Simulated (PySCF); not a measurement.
Species: C5H6S.
Atom-mapped SMILES: `[CH3:1][c:2]1[cH:3][cH:4][s:5][cH:6]1` (hydrogens: H7, H8, H9 on C1; H10 on C3; H11 on C4; H12 on C6)

A GFN2-xTB structure was refined with PySCF 2.14.0, LC-wPBE/6-31G* geometry optimisation, gas phase. Its GFN2-xTB values:

```tsv
coordinate	GFN2-xTB
C1–C2	1.493 Å
C1–H7	1.087 Å
C2–C3	1.422 Å
C2–C6	1.358 Å
C3–C4	1.354 Å
C3–H10	1.076 Å
C4–S5	1.720 Å
C4–H11	1.072 Å
S5–C6	1.721 Å
C6–H12	1.072 Å
C1–C2–C3	123.4°
C1–C2–C6	125.0°
C2–C3–C4	113.0°
C2–C6–S5	112.6°
C3–C2–C6	111.6°
C3–C4–S5	112.0°
C4–S5–C6	90.8°
```

Task: How do these coordinates change at the LC-wPBE/6-31G* level?

Result: 
| coordinate | LC-wPBE/6-31G* (Å or °) | change |
| --- | --- | --- |
| C2–C3 | 1.433 | +0.011 |
| C6–H12 | 1.083 | +0.011 |
| C4–H11 | 1.082 | +0.010 |
| C4–S5 | 1.710 | -0.010 |
| S5–C6 | 1.712 | -0.009 |
| C3–H10 | 1.085 | +0.009 |
| C1–C2 | 1.499 | +0.006 |
| C1–H7 | 1.092 | +0.005 |
| C3–C4 | 1.357 | +0.003 |
| C2–C6 | 1.360 | +0.002 |
| C4–S5–C6 | 91.6 | +0.8 |
| C1–C2–C3 | 123.9 | +0.5 |
| C3–C2–C6 | 111.2 | -0.4 |
| C3–C4–S5 | 111.7 | -0.3 |
| C1–C2–C6 | 124.9 | -0.1 |
| C2–C6–S5 | 112.6 | 0.0 |
| C2–C3–C4 | 113.0 | 0.0 |

The energy falls by 0.019 eV over 6 energy and gradient evaluations, the largest force component goes from 0.0095 to 1.8e-04 Eh/bohr, and the atoms move by 0.023 Å rms after alignment. Among the bonds, C2–C3, C4–S5, C4–H11 and C6–H12 change most and about equally (-0.010 to +0.011 Å). Bonds longer at the end by more than 0.005 Å: 7 of 12; shorter: 2. Rotational constants go from 7063, 2474, 1853 to 7029, 2472, 1850 MHz.

The run used 100 basis functions and 38 SCF cycles in all.

LC-wPBE/6-31G* frequencies: not computed here.
